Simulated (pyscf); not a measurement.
Single points on ωB97X-D3(BJ)/def2-SVP structures (PySCF, gas phase).

**Question.** For H₂C=CH₂ + HC≡CH -> H₂C=CH–CH=CH₂, an addition across a multiple bond or ene-type step (singlet surface; C–H broken, C–C, C–H formed), PBE/def2-TZVP gives ΔE‡ = 2.11 eV and ΔE = -2.11 eV (zero: the separated reactants). In which direction and how far do PBE0-D3(BJ)/def2-TZVP, M06-2X/def2-TZVP, ωB97M-D3(BJ)/def2-TZVP move these?

**Answer.** PBE0-D3(BJ): ΔE‡ = 2.48 eV, ΔE = -2.24 eV; M06-2X: ΔE‡ = 3.09 eV, ΔE = -1.94 eV; ωB97M-D3(BJ): ΔE‡ = 3.17 eV, ΔE = -1.95 eV. PBE's barrier lies under all of them, by 0.37 to 1.06 eV. Its reaction energy lies among theirs. Low barriers are usual for a GGA, whose delocalisation error favours stretched bonds. This is the saddle that the search found; another between the same sides may lie lower. One closed-shell reference is unstable to symmetry breaking; treat the single-reference values with care.
